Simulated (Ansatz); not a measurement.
# C2H6O2: the cost of one run

Method: the levels named in each step, in Ansatz 0.2.0.

## (1) The system as given

Bond lengths: C1–C2 1.461 Å, C1–O3 1.404 Å, C2–O3 1.395 Å, C1–H5 1.083 Å, C1–H6 1.083 Å, C2–H7 1.083 Å, C2–H8 1.083 Å, O4–H9 0.967 Å, O4–H10 0.958 Å. Angles: C1–C2–O3 58.8°, C1–C2–H7 119.5°, C1–C2–H8 119.4°, O3–C2–H7 115.3°, O3–C2–H8 115.3°, H7–C2–H8 115.8°, C2–C1–O3 58.2°, C2–C1–H5 119.4°, C2–C1–H6 119.5°, O3–C1–H5 115.6°, O3–C1–H6 115.5°, H5–C1–H6 115.8°, C1–O3–C2 62.9°, H9–O4–H10 106.2°.

Coordinates:

```xyz
10

C    -1.0555   -0.0135    0.9303
C    -0.1979    1.1591    0.7728
O     0.3315   -0.1313    0.7451
O     0.6857   -0.7714   -2.0365
H    -1.6677   -0.3396    0.0980
H    -1.4187   -0.2804    1.9156
H     0.0652    1.7485    1.6430
H    -0.1865    1.6855   -0.1741
H     0.6822   -0.6290   -1.0798
H     1.4192   -1.3615   -2.2170
```

## (2) A rough first relaxation, PBE-D4/def2-SVP

This run stands in another session on the same molecule. It ended at:

```xyz
10

C    -0.9446   -0.1060    0.7881
C    -0.1541    1.1332    0.7170
O     0.4836   -0.1347    0.9507
O     0.7092   -0.4457   -1.7968
H    -1.3016   -0.5437   -0.1614
H    -1.5264   -0.3444    1.6973
H    -0.1367    1.8291    1.5756
H     0.0412    1.5724   -0.2778
H     0.9533   -0.5245   -0.8450
H     0.5337   -1.3694   -2.0501
```

## (3) Relaxation, HF/STO-3G

Input file input.yaml:

```yaml
crystal:
  periodic: [false, false, false]
  atoms:
    - { symbol: C, position_ang: [-0.94457791, -0.10596723, 0.78808462] }
    - { symbol: C, position_ang: [-0.15412254, 1.13319022, 0.7169688] }
    - { symbol: O, position_ang: [0.48360326, -0.13471176, 0.95066497] }
    - { symbol: O, position_ang: [0.70923989, -0.44572963, -1.79680363] }
    - { symbol: H, position_ang: [-1.30163599, -0.54365897, -0.16136141] }
    - { symbol: H, position_ang: [-1.52639782, -0.34439378, 1.69726827] }
    - { symbol: H, position_ang: [-0.13672798, 1.8291078, 1.57558883] }
    - { symbol: H, position_ang: [0.04124217, 1.57238226, -0.27783515] }
    - { symbol: H, position_ang: [0.95325853, -0.52447357, -0.84504335] }
    - { symbol: H, position_ang: [0.53373839, -1.36939534, -2.05014195] }
basis:
  gaussian: { orbitals: STO-3G }
hamiltonian:
  xc: hf
relax:
  f_tol: 0.002
  max_steps: 150
```

The run is started by

```bash
> ansatz run input.yaml --threads 4 --pin off --max-ram 10240MiB --backend cpu --events-out ev --progress --plain --runs-dir out
```

**Question.** How long does this run take on 4 threads of Arm Neoverse V2, shared host, and how much memory does it need?

About 3.7 s, with a peak of 0.092 GiB.
